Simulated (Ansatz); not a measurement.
## Energy profile

The step: CH₅AlO ([CH3][AlH][OH]) → AlHO ([O][AlH]) + CH₄; bonds formed: C2–H4; bonds broken: Al1–C2, O3–H4 (atoms numbered as in the saddle structure below).

```
8
angstrom
Al -1.1553 -0.0434 0.6359
C 0.7655 0.1475 -0.3687
O -1.2999 -1.5540 0.0449
H -0.0480 -0.8679 -0.3603
H -1.5405 1.2546 1.4334
H 1.3211 0.4094 0.5381
H 0.4979 1.0576 -0.9157
H 1.4594 -0.4036 -1.0073
```

Electronic energies by CCSD(T) at an estimated basis limit (MP2 extrapolated from triple and quadruple zeta, plus CCSD(T) − MP2 in triple zeta), on PBE0-D4/def2-TZVP structures; CH$_{5}$AlO, closed shell; no counterpoise correction. Ansatz 0.2.0; basis: def2-TZVPP and def2-QZVPP; cores frozen in the correlated methods. Extrapolation: Hartree–Fock as exp(−7.88 √X), correlation as X^−2.97.

Give the profile in kJ/mol, counted from the start structure. (An estimate is asked for; the value comes from the calculation.)

Computed:
| point | kJ/mol |
| --- | --- |
| start structure | 0.0 |
| saddle | 280.5 |
| end structure | 215.9 |
| separated: AlHO (linked as [O][AlH]; Al1, O3, H5; singlet) + CH$_{4}$ (C2, H4, H6, H7, H8; singlet) | 223.0 |

The T1 diagnostic stays at or below 0.031. The T1 diagnostic is large here, which may signal multireference character or strong orbital relaxation, so CCSD(T) is less sure.

For scale, one of the runs: CCSD(T)/def2-TZVPP, 174 basis functions, launched by `ansatz run in.yaml --threads 2 --pin off --events-out ev --progress --plain --max-ram 4352MiB`. Time: 21 s of wall clock on 2 CPU threads of an Arm Neoverse V2; the host was shared. Peak host memory: 1.5 GiB.
